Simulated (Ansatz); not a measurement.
Input for Ansatz (development build ahead of 0.2.0):

```yaml
crystal:
  periodic: [false, false, false]
  atoms:
    - { symbol: C, position_ang: [-0.00989, -0.0206, -0.62797] }
    - { symbol: O, position_ang: [-0.06077, -0.07356, 0.75983] }
    - { symbol: H, position_ang: [-0.00772, -1.05387, -1.04665] }
    - { symbol: H, position_ang: [-0.87783, 0.46853, -1.00313] }
    - { symbol: H, position_ang: [0.87249, 0.43835, -1.12089] }
    - { symbol: H, position_ang: [0.01391, 0.85465, 1.082] }
basis:
  gaussian: { orbitals: STO-3G }
hamiltonian:
  xc: hf
correlation:
  method: mp2
  frozen_orbitals: { C: 1, H: 0, O: 1 }
```

The input is written out in the form of the current development build from the run's settings.

The run gave:

```
Converged                       : yes
Reference energy                : -113.54321 hartree
Correlation energy              : -0.08801 hartree
Total energy                    : -113.63121 hartree
Spin squared of the determinant : 0.000
```
